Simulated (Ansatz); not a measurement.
[Cl···H···SiH], doublet: the ladder up to UCCSDT(Q)

Geometry: a point of a hydrogen-transfer path between rigid fragments, not a stationary point.

```yaml
atoms:
  - { symbol: Cl, position_ang: [-1.4212, 0.0227, 0.0000] }
  - { symbol: H, position_ang: [0.0368, 0.0227, 0.0000] }
  - { symbol: Si, position_ang: [1.7168, 0.0227, 0.0000] }
  - { symbol: H, position_ang: [2.1133, -1.4568, 0.0000] }
```

Basis cc-pVDZ; Ansatz 0.2.0. Correlated methods freeze the noble-gas cores, which leaves 13 electrons in 36 orbitals. R marks a restricted (for open shells ROHF) determinant, U an unrestricted one. Active spaces: pair = (3e, 3o) about the gap; valence = (13e, 10o) chosen from the atoms' valence shells.

Full CI isn't at hand for all of this; UCCSDT(Q) serves as the reference, and is uncertain by about the last step of the cluster series. The frozen core follows each run's orbitals, which can shift R against U totals by a few meV.

For open shells CISD is restricted-active-space CI with the open shells as a complete middle space.

```
UHF ⟨S²⟩                            : 0.892
⟨S²⟩ of the determinant under UCCSD : 0.791
T1 diagnostic (RCCSD)               : 0.0202
largest doubles amplitude (RCCSD)   : 0.071
T1 diagnostic (UCCSD)               : 0.0166
```

```csv
level,E − E(RHF) (eV)
RMP2,-6.3155
UMP2,-6.2598
RCCSD,-7.3000
UCCSD,-7.3077
RCCSD(T),-7.4684
UCCSD(T),-7.4674
```

Problem. Estimate how far UCCSDT(Q) in cc-pVDZ lies from RCCSD(T). The table doesn't fix it; the size of (T) and the diagnostics are the guide.

Solution. UCCSDT(Q) in cc-pVDZ lies 0.92 kcal/mol below RCCSD(T), which is 24 % of the (T) step (-3.88 kcal/mol). The diagnostics are small and one determinant leads, so the series closes fast and only a small part of (T) is left.

The other levels:

```csv
level,E − E(UCCSDT(Q)) (kcal/mol),share of correlation (%),wall time
CISD,20.18,88.34,3.1 s
BCCD(T),0.94,99.45,7.5 s
RCCSDT,0.32,99.81,–
UCCSDT,0.31,99.82,–
RCCSDT(Q),0.01,99.99,44 s
CASSCF (pair space),162.41,6.20,–
NEVPT2 (pair space),25.76,85.12,3.5 s
CASSCF (valence space),138.60,19.95,–
NEVPT2 (valence space),32.03,81.50,5.5 s
MRCISD (valence space),12.35,92.87,–
MRCISD+Q (valence space),1.16,99.33,11 s
```

The correlation energy at UCCSDT(Q), counted from RHF, is -7.508 eV. That run took 53 s on 1 thread of Arm Neoverse V1, shared host.

Run but not shown, since their state or frozen core can't be matched to the reference's or they repeat it: UHF.

Times hold each run's SCF and search for its determinant on a shared host, so for small cases they say little of a method's own cost; they ran on 1 thread of Arm Neoverse V1.

Natural occupations of CASSCF (valence space) about the gap: 1.999 1.980 1.974 1.923 1.000 0.067 0.030 0.026; effectively unpaired electrons, Σ n²(2−n)², 1.05.
